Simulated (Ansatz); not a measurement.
`NC(F)=C=O` and `O=C=C(O)F` differ in one atom or group.

Ansatz, PBE0-D4/def2-TZVP geometries, multiplicity 1. Each molecule was computed in one conformer, which needn't be the lowest.

```tsv
property	`NC(F)=C=O`
HOMO–LUMO gap (ωB97M-V/def2-TZVPP) / eV	9.70
HOMO energy (ωB97M-V/def2-TZVPP) / eV	-8.81
HOMO–LUMO gap (PBE0/def2-TZVPP) / eV	5.11
ideal-gas entropy at 298 K and 1 bar (rigid rotor, harmonic PBE0-D4/def2-TZVP) / J/(mol·K)	299
LUMO energy (B3LYP/def2-TZVPP) / eV	-1.75
size of the dipole moment (B3LYP/def2-TZVPP) / D	2.43
```

**Question.** Give the same properties after the change, and the shifts. (An estimate is asked.)

**Answer.** Ansatz gave: 
| property | `O=C=C(O)F` | shift |
| --- | --- | --- |
| HOMO–LUMO gap (ωB97M-V/def2-TZVPP) / eV | 9.28 | -0.42 |
| HOMO energy (ωB97M-V/def2-TZVPP) / eV | -8.85 | -0.04 |
| HOMO–LUMO gap (PBE0/def2-TZVPP) / eV | 4.66 | -0.45 |
| ideal-gas entropy at 298 K and 1 bar (rigid rotor, harmonic PBE0-D4/def2-TZVP) / J/(mol·K) | 297 | -2 |
| LUMO energy (B3LYP/def2-TZVPP) / eV | -2.24 | -0.49 |
| size of the dipole moment (B3LYP/def2-TZVPP) / D | 1.98 | -0.45 |

The zero-point energy changes by -33.1 kJ/mol with -3 modes. Dipoles are sizes alone; their direction can turn.

B3LYP here is the variant with VWN-RPA as its local correlation; programs differ in this.
